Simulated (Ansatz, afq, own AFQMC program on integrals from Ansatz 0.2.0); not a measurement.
Integrals from Ansatz 0.2.0, then the random walk in our own AFQMC program (afq).

```yaml
crystal:
  periodic: [false, false, false]
  atoms:
    - {symbol: C, position_ang: [-0.012321, 0.000000, 0.537024]}
    - {symbol: C, position_ang: [-0.024749, 0.000000, -0.760916]}
    - {symbol: H, position_ang: [1.108811, -0.000004, 0.553530]}
    - {symbol: H, position_ang: [-0.333542, 0.912927, 1.057190]}
    - {symbol: H, position_ang: [-0.333548, -0.912924, 1.057190]}
basis:
  gaussian: {orbitals: cc-pVDZ}
magnetization: {spin_polarized: true, initial_magnetization: 1}
correlation: {method: ccsd_t, electrons: outside_noble_gas, hamiltonian_folder: ham}
```

```sh
$ ansatz run in.yaml --threads 1 --pin off --events-out ev --progress --plain --max-ram 1382MiB
```

afq runs on the folder ham with

```
--method phaseless --trial cisd --walkers 60 --populations 1 --least-time 40 --time-step 0.005 --steps-per-block 50 --equilibration-blocks 28 --max-blocks 300 --target-error 0.0004 --factor-cut 1e-05 --start spin_pure --seed 8794 --release-times 0.24,0.51,0.99,1.62,2.4 --release-step 0.03 --release-every 4 --taylor-order 6
```

Times are imaginary, in 1/Eh. The walk had a cap of 1706 s.

afq prints:

```
orbitals 41  electrons 6 5  factors 334 of 392
reference energy -77.31113404 Eh
CCSD correlation -0.26042842 Eh in 16 cycles, weight of the determinant in the CISD state 0.8839
energy of the start -77.569015 Eh
 block  time / (1/Eh)  mean weight  energy / Eh
     1     0.250  1.0001  -77.567461
     2     0.500  0.9993  -77.571843
     3     0.750  0.9979  -77.572344
     4     1.000  0.9978  -77.575070
     5     1.250  1.0009  -77.580580
     8     2.000  1.0015  -77.575199
    11     2.750  1.0024  -77.581010
    26     6.500  1.0001  -77.574843
    41    10.250  0.9973  -77.574369
    56    14.000  1.0009  -77.580209
    71    17.750  0.9996  -77.576258
    81    20.250  1.0029  -77.571372
    86    21.500  1.0013  -77.584634
   101    25.250  1.0006  -77.585361
   116    29.000  1.0012  -77.582816
   131    32.750  1.0023  -77.580932
   146    36.500  0.9993  -77.575570
   161    40.250  0.9981  -77.581076
   176    44.000  1.0012  -77.574774
   191    47.750  1.0004  -77.575686
   206    51.500  1.0009  -77.577890
blocks merged  error / Eh  count
     1  0.000273  180
     2  0.000316  90
     4  0.000369  45
     8  0.000335  22
    16  0.000382  11
released: time / (1/Eh)  energy / Eh  error  mean overlap
  0.24  -77.579143  0.000569  0.9961
  0.51  -77.579517  0.000473  0.9931
  0.99  -77.580464  0.000540  0.9707
  1.62  -77.579263  0.000641  0.9897
  2.40  -77.579980  0.000750  0.9444
energy -77.578438 +/- 0.000369 Eh
(rows thinned)
```

The run passed its tests (sampling time, drift between the halves within three errors, error under three times the target), which doesn't prove that it has relaxed. The second half of the sampling lies above the first by 1.6 errors of their difference, so the energy may still be moving and its error bar be too small.

Against this walk (error 10.1 meV) on the same determinant: CCSD(T) 12.8 meV lower (within the noise). The error is statistical and leaves out the bias of the constraint. Released to 1.62 1/Eh the energy moves by -22 ± 20 meV (both errors), within twice the noise.

Cautions: constraint bias not in the error.

The walk took 12 min on 1 thread of Arm Neoverse N1, on a shared host. The log's last line is the phaseless energy.

A walk keeps the symmetry of its determinant, which the program's search chose and which needn't be the lowest solution, so a lower state of the same spin and another symmetry isn't excluded.
